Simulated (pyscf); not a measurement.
PySCF, gas phase, ωB97X-D3(BJ)/def2-SVP geometries.

### Question
H₂B–O–B(F)–F (SMILES BOB(F)F) + H₂ (SMILES [H][H]) -> HO–B(F)–F (SMILES OB(F)F) + BH₃ (SMILES B)
Surface: singlet. Broken: B–O, H–H. Formed: H–O, B–H. Give ΔE‡ and ΔE from ωB97M-D3(BJ)/def2-TZVP, relative to the separated reactants.

### Answer
ΔE‡ = 1.62 eV, ΔE = +1.06 eV. Zero-point energy shifts the barrier by +0.15 eV. It is a four-centre exchange, with an imaginary mode of 1402i cm⁻¹. On the product side the descent ends in an adduct with a B–O contact, 0.37 eV under the separated species and 0.95 eV under the saddle at ωB97X-D3(BJ)/def2-TZVP. What is counted as broken (B–O) persists as a longer contact in the product adduct; parting that adduct is a step of its own. One saddle was located; it need not be the lowest between these sides.
